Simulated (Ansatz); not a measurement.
# C₃H₂O (SMILES C#CC=O): functionals against CCSD(T) at one geometry

An exercise on one series of results from a longer session: the logs are not shown, and one member is left open.

Method: single points in def2-TZVPP; program: Ansatz 0.2.0, Gaussian basis.

Cores are frozen in the correlated methods.

## Starting geometry

SMILES `C#CC=O`, 6 atoms, charge 0, spin multiplicity 1.

Atoms are counted from 1 here; the program's logs count them from 0.

Bond lengths: C1–C2 1.061 Å, C1–H5 1.096 Å, C2–C3 1.423 Å, C3–O4 1.101 Å, C3–H6 1.226 Å. Angles: C2–C1–H5 173.3°, C1–C2–C3 175.2°, C2–C3–O4 124.9°, C2–C3–H6 113.5°, O4–C3–H6 120.3°.

Geometry (Å):

```xyz
6
charge 0, multiplicity 1
C    -0.2726    1.0043   -0.9589
C     0.0092    0.2625   -0.2541
C     0.3384   -0.8137    0.6173
O    -0.2840   -1.7074    0.7766
H    -0.6689    1.7878   -1.6150
H     1.2595   -0.5576    1.3841
```

Set-up of the first run:

Input file run/in.yaml:

```yaml
crystal:
  periodic: [false, false, false]
  atoms:
    - {symbol: C, position_ang: [-0.272600, 1.004300, -0.958900]}
    - {symbol: C, position_ang: [0.009200, 0.262500, -0.254100]}
    - {symbol: C, position_ang: [0.338400, -0.813700, 0.617300]}
    - {symbol: O, position_ang: [-0.284000, -1.707400, 0.776600]}
    - {symbol: H, position_ang: [-0.668900, 1.787800, -1.615000]}
    - {symbol: H, position_ang: [1.259500, -0.557600, 1.384100]}
basis:
  gaussian: {orbitals: def2-TZVPP}
correlation: {method: ccsd_t}
output: {forces: true}
```

No record of the launch command was kept for these runs.

Among the steps run: CCSD(T)/def2-TZVPP; PBE0-D4/def2-TZVPP; wB97M-V/def2-TZVPP; r2SCAN-D4/def2-TZVPP; PBE-D4/def2-TZVPP; BHLYP-D4/def2-TZVPP; HSE06-D4/def2-TZVPP.

One of the session's tables, all rows but one given; the rest of the session is left out.

| method | RMS force component (eV/Å) | angle to CCSD(T) forces (°) | dipole (D) |
| --- | --- | --- | --- |
| CCSD(T) | 8.962 | reference | 2.16 |
| PBE0-D4 | 8.540 | 1.0 | 2.26 |
| wB97M-V | ? | ? | ? |
| r2SCAN-D4 | 8.672 | 1.0 | 2.26 |
| PBE-D4 | 8.932 | 1.5 | 2.19 |
| BHLYP-D4 | 8.088 | 2.1 | 2.38 |
| HSE06-D4 | 8.557 | 1.0 | 2.26 |

Estimate the missing values for wB97M-V.

The run gave: RMS force component (eV/Å): 8.442; angle to CCSD(T) forces (°): 0.5; dipole (D): 2.23. In the column «RMS force component (eV/Å)» it lies between BHLYP-D4 (8.088) and PBE0-D4 (8.540).
